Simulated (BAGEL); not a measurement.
# C2H5Al (SMILES [H][Al]([H])[CH]=C): B3LYP/def2-SVPD (density fitting with qzvpp-jkfit)

What is the energy change on altering one bond length of C2H5Al at B3LYP/def2-SVPD (density fitting with qzvpp-jkfit)? 

The results are computed with BAGEL 1.2.2.

## (1) The system as given

The species is C2H5Al (8 atoms), meant as a singlet with charge 0. As SMILES, `[H][Al]([H])[CH]=C`. Geometry: a GFN2-xTB relaxation, a rough one for these elements and not checked as a minimum.

Bond lengths: Al1–C4 1.981 Å, C4–C5 1.340 Å, Al1–H2 1.551 Å, Al1–H3 1.551 Å, C4–H6 1.097 Å, C5–H7 1.082 Å, C5–H8 1.084 Å. Angles: Al1–C4–C5 123.2°, Al1–C4–H6 122.3°, C5–C4–H6 114.5°, H2–Al1–C4 123.4°, H3–Al1–C4 123.4°, C4–C5–H7 121.7°, C4–C5–H8 123.3°, H2–Al1–H3 113.2°, H7–C5–H8 115.0°.

## (2) The energy at B3LYP/def2-SVPD (density fitting with qzvpp-jkfit)

File calc.json:

```json
{ "bagel": [

{
  "title": "molecule",
  "basis": "def2-svpd.json",
  "df_basis": "qzvpp-jkfit",
  "angstrom": true,
  "geometry": [
    { "atom": "Al", "xyz": [    0.757880,    1.243210,   -0.412700 ] },
    { "atom": "H", "xyz": [    2.305620,    1.330790,   -0.372710 ] },
    { "atom": "H", "xyz": [    0.067510,    2.631930,   -0.426090 ] },
    { "atom": "C", "xyz": [   -0.236320,   -0.470400,   -0.432500 ] },
    { "atom": "C", "xyz": [   -0.683170,   -1.072300,    0.678100 ] },
    { "atom": "H", "xyz": [   -0.464670,   -1.005660,   -1.362180 ] },
    { "atom": "H", "xyz": [   -0.522550,   -0.646370,    1.659470 ] },
    { "atom": "H", "xyz": [   -1.224290,   -2.011190,    0.668610 ] }
  ]
},
{ "title": "ks", "xc_func": "b3lyp" },
{ "title": "print", "file": "orbitals.molden", "orbitals": true }

]}
```

The basis set def2-SVPD is read from a file made from the Basis Set Exchange's data (not shown).

Run with:

```console
$ BAGEL_NUM_THREADS=1 BAGEL calc.json > calc.out
```

Log:

```text
* using 1 threads per process

  ===============================================================
  ===============================================================

  *** Geometry ***

  { "atom" : "Al", "xyz" : [      1.432186,      2.349326,     -0.779890 ] },
  { "atom" : "H", "xyz" : [      4.356990,      2.514829,     -0.704320 ] },
  { "atom" : "H", "xyz" : [      0.127575,      4.973627,     -0.805193 ] },
  { "atom" : "C", "xyz" : [     -0.446580,     -0.888927,     -0.817307 ] },
  { "atom" : "C", "xyz" : [     -1.291004,     -2.026353,      1.281423 ] },
  { "atom" : "H", "xyz" : [     -0.878099,     -1.900422,     -2.574147 ] },
  { "atom" : "H", "xyz" : [     -0.987476,     -1.221462,      3.135944 ] },
  { "atom" : "H", "xyz" : [     -2.313573,     -3.800598,      1.263490 ] },

  Number of auxiliary basis functions:      368

  Since a DF basis is specified, we compute 2- and 3-index integrals:
    o Being stored without compression. Storage requirement is 0.032 GB

  Number of basis functions:      104
  Number of electrons      :       30

    * METHOD: MOLECULE                             0.14

  *** Kohn-Sham DFT ***

    * Removing 13129 points whose weight is below 1.00e-10
    * Grid points: 106119

  === Nuclear Repulsion ===
    83.0463275303

       - DIIS with orbital gradients will be used.

  === KS iteration (b3lyp / def2-svpd.json) ===
      0       -299.99553602          0.10436955           0.39
      1       -301.28616207          0.09831345           0.38
      2       -302.15953836          0.11052196           0.37
      3       -319.41208503          0.04804191           0.37
      4       -321.39935424          0.01343107           0.37
      5       -321.31796213          0.01933830           0.37
      6       -321.44820266          0.00943453           0.37
      7       -321.46393756          0.00772343           0.37
      8       -321.49106600          0.00222947           0.37
      9       -321.49308816          0.00021159           0.37
     10       -321.49310604          0.00004160           0.37
     11       -321.49310679          0.00001310           0.37
     12       -321.49310687          0.00000134           0.38
     13       -321.49310687          0.00000065           0.38
     14       -321.49310687          0.00000045           0.37
     15       -321.49310687          0.00000003           0.38
     16       -321.49310687          0.00000001           0.37
    * SCF iteration converged.

    * Permanent dipole moment:
           (    0.140099,     0.239569,     0.018810) a.u.

    * METHOD: KS                                   6.86

    * METHOD: PRINT                                0.02

  ===============================================================
```

Wall time 7.2 s (1 thread of Arm Neoverse V2, shared host); peak memory 0.49 GiB.

## (3) The distorted shape

File input.json:

```json
{ "bagel" : [

{
  "title" : "molecule",
  "basis" : "def2-svpd.json",
  "df_basis" : "qzvpp-jkfit",
  "angstrom" : true,
  "geometry" : [
    { "atom" : "Al", "xyz" : [       1.103078,       0.548824,      -0.406005 ] },
    { "atom" : "H", "xyz" : [       2.650818,       0.636404,      -0.366015 ] },
    { "atom" : "H", "xyz" : [       0.067510,       2.631930,      -0.426090 ] },
    { "atom" : "C", "xyz" : [       0.108878,      -1.164786,      -0.425805 ] },
    { "atom" : "C", "xyz" : [      -0.337972,      -1.766686,       0.684795 ] },
    { "atom" : "H", "xyz" : [      -0.119472,      -1.700046,      -1.355485 ] },
    { "atom" : "H", "xyz" : [      -0.177352,      -1.340756,       1.666165 ] },
    { "atom" : "H", "xyz" : [      -0.879092,      -2.705576,       0.675305 ] }
  ]
},

{ "title" : "ks", "xc_func" : "b3lyp" },

{ "title" : "print", "file" : "orbitals.molden", "orbitals" : true }

]}
```

The basis set def2-SVPD is read from a file made from the Basis Set Exchange's data (not shown).

Run with:

```console
$ BAGEL_NUM_THREADS=1 BAGEL input.json > input.out
```

Log:

```text
* using 1 threads per process

  ===============================================================
  ===============================================================

  *** Geometry ***

  { "atom" : "Al", "xyz" : [      2.084515,      1.037127,     -0.767238 ] },
  { "atom" : "H", "xyz" : [      5.009320,      1.202629,     -0.691668 ] },
  { "atom" : "H", "xyz" : [      0.127575,      4.973627,     -0.805193 ] },
  { "atom" : "C", "xyz" : [      0.205750,     -2.201127,     -0.804655 ] },
  { "atom" : "C", "xyz" : [     -0.638675,     -3.338553,      1.294075 ] },
  { "atom" : "H", "xyz" : [     -0.225769,     -3.212621,     -2.561495 ] },
  { "atom" : "H", "xyz" : [     -0.335147,     -2.533662,      3.148596 ] },
  { "atom" : "H", "xyz" : [     -1.661243,     -5.112798,      1.276142 ] },

  Number of auxiliary basis functions:      368

  Since a DF basis is specified, we compute 2- and 3-index integrals:
    o Being stored without compression. Storage requirement is 0.032 GB

  Number of basis functions:      104
  Number of electrons      :       30

    * METHOD: MOLECULE                             0.14

  *** Kohn-Sham DFT ***

    * Removing 12633 points whose weight is below 1.00e-10
    * Grid points: 106615

  === Nuclear Repulsion ===
    81.1852925888

       - DIIS with orbital gradients will be used.

  === KS iteration (b3lyp / def2-svpd.json) ===
      0       -298.68774647          0.10233930           0.39
      1       -290.73015150          0.08461309           0.38
      2       -301.49441197          0.11230009           0.37
      3       -314.04434304          0.07311436           0.38
      4       -317.43481342          0.06923449           0.38
      5       -318.10811905          0.06477799           0.37
      6       -317.69113983          0.06946337           0.37
      7       -296.10584173          0.18964499           0.38
      8       -310.01906550          0.13086314           0.37
      9       -321.05077135          0.02974368           0.38
     10       -321.33156560          0.01511184           0.38
     11       -321.38184350          0.01095155           0.38
     12       -321.42611852          0.00454154           0.38
     13       -321.43624864          0.00080257           0.38
     14       -321.43683621          0.00013956           0.38
     15       -321.43685285          0.00003648           0.37
     16       -321.43685388          0.00000867           0.38
     17       -321.43685391          0.00000443           0.37
     18       -321.43685391          0.00000062           0.38
     19       -321.43685391          0.00000036           0.38
     20       -321.43685391          0.00000014           0.38
     21       -321.43685391          0.00000006           0.38
     22       -321.43685391          0.00000001           0.38
    * SCF iteration converged.

    * Permanent dipole moment:
           (   -0.125108,     0.883586,    -0.027536) a.u.

    * METHOD: KS                                   9.19

    * METHOD: PRINT                                0.02

  ===============================================================
```

Wall time 9.6 s (1 thread of Arm Neoverse V2, shared host); peak memory 0.49 GiB.

## (4) Outcome

At B3LYP/def2-SVPD (density fitting with qzvpp-jkfit):

| quantity | value |
| --- | --- |
| first shape: total energy | -321.49311 Eh |
| first shape: dipole moment | 0.71 D |
| first shape: HOMO energy | -7.50 eV |
| first shape: LUMO energy | -1.72 eV |
| first shape: HOMO–LUMO gap | 5.77 eV |
| distorted shape: total energy | -321.43685 Eh |
| distorted shape: dipole moment | 2.27 D |
| distorted shape: HOMO energy | -6.79 eV |
| distorted shape: LUMO energy | -2.01 eV |
| distorted shape: HOMO–LUMO gap | 4.78 eV |
| energy change with the Al1–H3 bond stretched from 1.551 to 2.326 Å | 1.531 eV |

What this shows: With the Al1–H3 bond stretched from 1.551 to 2.326 Å the energy rises by 1.53 eV (148 kJ/mol). The first shape isn't relaxed at this level, so the change isn't measured from a minimum.
